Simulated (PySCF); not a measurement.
**How methods differ on the electron affinity of B**

B⁻ [He] 2s2 2p2 (3P) → B [He] 2s2 2p1 (2P), as a difference of total energies. Computed with PySCF 2.14 in x2c-QZVPPall with one added diffuse shell each of s, p, d, f type (8s5p4d3f1g, 73 functions), with the spin-free X2C one-electron Hamiltonian (Gaussian nucleus). Correlated levels: valence: 1s2 frozen. The calculations carry no spin-orbit coupling.

```
           method  electron affinity (eV)  error (eV)
              UHF                  -0.307      -0.587
    MP2 (valence)                   0.215      -0.065
SCS-MP2 (valence)                   0.067      -0.213
   CCSD (valence)                   0.169      -0.111
CCSD(T) (valence)                   0.234      -0.046
```

Reference: 0.280 eV (measured; photodetachment measurements, as compiled on the Wikipedia data page of electron affinities).

Errors of the correlated levels include the incompleteness of this basis and the frozen core.

A negative affinity means that the anion lies above the atom at that level of theory.
